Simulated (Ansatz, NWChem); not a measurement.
## Strength of the Si–S bond: SiH(SH) → SiH + HS

Gas-phase species: SiH(SH), singlet; SiH, doublet; HS, doublet. 

Shapes, held fixed at every level: PBE0-D4/def2-TZVP. Flexible molecules stand in one conformer, not always the lowest. Programs: Ansatz 0.2.0, NWChem 7.3.0. A level may come from different programs for different species; with the same settings they agree closely. Electronic energies: no zero-point or thermal term.

```csv
level,kind,ΔE (kJ/mol)
HF/STO-3G,Hartree–Fock,+333.0
HF/3-21G,Hartree–Fock,+176.6
HF/def2-SVP,Hartree–Fock,+251.9
PBE0/def2-SVP,global hybrid,+380.7
CAM-B3LYP/3-21G,range-separated hybrid,+295.0
B3LYP/6-31G* (spherical functions),global hybrid,+358.6
```

B3LYP/6-31G* (spherical functions) gives ΔE = +358.6 kJ/mol; the levels span +176.6 to +380.7. The median of the levels is +314.0. Hartree–Fock misses the correlation of the pair that is broken and comes out low. No measured value is set beside it here. Open shells run unrestricted. B3LYP/6-31G* (spherical functions) lies outside the range of the other correlated levels here, so it shouldn't be taken on trust. Rows in sets without polarisation functions are far from converged.
